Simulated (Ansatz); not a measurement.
C3H5NO can be A, `N/C=C1/CO1`, or B, `CC(=N)C=O`.

Program: Ansatz. Geometries: PBE0-D4/def2-TZVP. ΔE: electronic, gas phase. CBS: MP2 limit from def2 TZ/QZ plus the TZ coupled-cluster correction, frozen cores. Functionals use def2-TZVPP. B3LYP here is the variant with VWN-RPA as its local correlation; programs differ in this. Each species was taken in one conformer, which may not be the lowest.

Which is lower in electronic energy at CCSD(T)/CBS, and by how much? (Best estimate.)

Ansatz gave: B, by 151.8 kJ/mol.

Give E(B) − E(A) in kJ/mol with B2PLYP, B3LYP, PBE-D4, CCSD(T)/def2-TZVPP, LDA (SPW92), HF/def2-TZVPP, CCSD/def2-TZVPP. (Best estimate.)

Ansatz gave: B2PLYP -153.8, B3LYP -148.3, PBE-D4 -130.2, CCSD(T)/def2-TZVPP -158.8, LDA (SPW92) -108.5, HF/def2-TZVPP -174.6, CCSD/def2-TZVPP -158.4. None reverses the order clearly.

Does the order hold for the free energy at 298.15 K (harmonic terms from PBE0-D4)? (Best estimate.)

The calculation gave: Yes: G(B) − G(A) = -157.4 kJ/mol, for one conformer each.

Largest T1 diagnostic: 0.014.

In def2-TZVPP, CCSD(T) changes the Hartree–Fock value by +15.7 kJ/mol (the triples alone add −0.4 kJ/mol) and MP2 by +22.7 kJ/mol. From BLYP to BHLYP (50 % exact exchange), in def2-TZVPP and without D4, E(B) − E(A) moves by −3.2 kJ/mol.
